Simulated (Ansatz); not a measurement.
Born–Oppenheimer molecular dynamics of BFH₅N (8 atoms, charge 0, multiplicity 1). It starts at the highest image of a converged band. Of that band: Neighbouring images differ by up to 1.4 eV, so the band resolves the path poorly. A vibrational analysis at the climbing image gives one clearly imaginary mode, 1367i cm⁻¹: a first-order saddle point.

All numbers below come from RKS PBE0-D4/def2-SVP (Ansatz).

| Property | Result |
| --- | --- |
| ensemble | NVE (velocity Verlet) |
| time step | 0.5 fs |
| steps asked | 200 |
| starting velocities drawn for | 300 K |
| seed | 4371 |

First frame:

```xyz
8
Properties=species:S:1:pos:R:3
B -0.031 0.132 0.269
N 0.040 0.248 1.822
H -0.820 0.012 2.309
H 0.862 -0.105 2.300
H 1.058 0.005 -0.253
F -1.085 -0.575 -0.210
H -0.325 1.500 0.054
H -0.152 1.338 1.045
```

Task: How far do the bonds stretch over the last three quarters of this one trajectory? (Pairs bonded in most of those frames.)

Result: 
```json
{"bond": "B1–H5", "mean (Å)": "1.221", "spread (Å)": "0.035", "shortest": "1.17", "longest": "1.30"}
{"bond": "B1–F6", "mean (Å)": "1.359", "spread (Å)": "0.049", "shortest": "1.29", "longest": "1.46"}
{"bond": "B1–H7", "mean (Å)": "1.226", "spread (Å)": "0.063", "shortest": "1.12", "longest": "1.34"}
{"bond": "N2–H3", "mean (Å)": "1.028", "spread (Å)": "0.036", "shortest": "0.96", "longest": "1.10"}
{"bond": "N2–H4", "mean (Å)": "1.024", "spread (Å)": "0.026", "shortest": "0.97", "longest": "1.07"}
{"bond": "N2–H8", "mean (Å)": "1.033", "spread (Å)": "0.047", "shortest": "0.95", "longest": "1.15"}
```

Mean temperature of the second half: 740 K. The conserved energy stayed within 0.43 meV per atom of its start (net change -0.025 meV per atom), so the integration is sound. The kinetic energy rose, since the run started high on the potential surface and went downhill. It ends in pieces (BFH2 + H3N), so much of that is their flight and rotation, not heat. A run of 0.1 ps of so small a system gives no equilibrium averages. The orbitals stay closed-shell, which can raise the energy where a bond breaks towards radicals; this wasn't checked here.

The run took 2.8 min on 2 threads of Arm Neoverse V1 (shared host), peak memory 0.12 GiB.
